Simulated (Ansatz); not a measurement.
Trigonal Se was calculated with PBEsol in Ansatz (PAW).

Settings: plane-wave cutoff 520 eV, 12×12×8 k mesh (along the axes of the cell as run), scalar-relativistic PAW data made under PBE.

Computed at the level's own relaxed cell.

Elastic tensor (GPa, Voigt notation, ions relaxed):

```
   35.9    10.1    28.2    12.3     0.0     0.0
   10.1    35.9    28.2   -12.3     0.0     0.0
   28.2    28.2   102.6     0.0     0.0     0.0
   12.3   -12.3     0.0    37.6     0.0     0.0
    0.0     0.0     0.0     0.0    37.6    12.3
    0.0     0.0     0.0     0.0    12.3    12.9
```

Task: Work out the Voigt, Reuss and Hill averages of the bulk and shear moduli, Young's modulus and Poisson's ratio from the printed constants.

Result: K_V = [C11 + C22 + C33 + 2(C12 + C13 + C23)]/9 = [174.4 + 2 × 66.5]/9 = 34.2 GPa. G_V = [174.4 − 66.5 + 3 × 88.1]/15 = 24.8 GPa. From the compliances S = C⁻¹, K_R = 22.6 and G_R = 13.6 GPa. Hill means: K = 28.4, G = 19.2 GPa. E = 9KG/(3K + G) = 47 GPa, ν = (3K − 2G)/(6K + 2G) = 0.22, K/G = 1.48.

Note: the cell comes from a level without a dispersion term, which matters for the spacing of layers, chains or molecules.

The computed numbers hold no vibrational or temperature effects.

Ansatz is a quantum-chemistry and plane-wave program.
